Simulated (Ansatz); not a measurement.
# H2O (singlet): geometry optimisation

Aim: relax a generated start of H2O (singlet) and see which bonds hold.

Method: RKS PBE0/def2-TZVP; program: Ansatz 0.2.0, Gaussian basis.

## Step 1: The starting structure

3 atoms, charge 0, spin multiplicity 1.

Atoms are counted from 1 here; the program's logs count them from 0.

Bond lengths: O1–H2 0.959 Å, O1–H3 0.959 Å. Angles: H2–O1–H3 107.2°.

Coordinates:

```tsv
atom	x (Å)	y (Å)	z (Å)
O1	0.0041	0.0002	-0.0636
H2	-0.0442	0.7703	0.5061
H3	-0.0214	-0.7731	0.5032
```

The start was built by rule and, where that kept it together, relaxed with GFN2-xTB. Sticks and bond lists go by distance. 

## Step 2: Relaxation

File in.yaml:

```yaml
crystal:
  periodic: [false, false, false]
  atoms:
    - {symbol: O, position_ang: [0.004133, 0.000177, -0.063584]}
    - {symbol: H, position_ang: [-0.044177, 0.770323, 0.506055]}
    - {symbol: H, position_ang: [-0.021434, -0.773132, 0.503237]}
basis:
  gaussian: {orbitals: def2-TZVP}
hamiltonian: {xc: pbe0}
relax: {f_tol: 0.004, max_steps: 80}
```

The run is started by

```
$ ansatz run in.yaml --threads 1 --pin off --events-out ev --progress --plain --max-ram 1740MiB
```

What does the calculation give? Wanted: energy gained; shift from the start; total energy; dipole moment.

**Answer**, as computed:

| quantity | value |
| --- | --- |
| steps | 4 |
| energy gained | 0.003 eV |
| shift from the start (rms) | 0.011 Å |
| total energy | -2078.3331 eV |
| dipole moment | 2.07 D |

In words: The bonds of the start are those of the end. No vibrations were run, so this is a stationary point, not a proven minimum, and this spin need not be the ground state's.
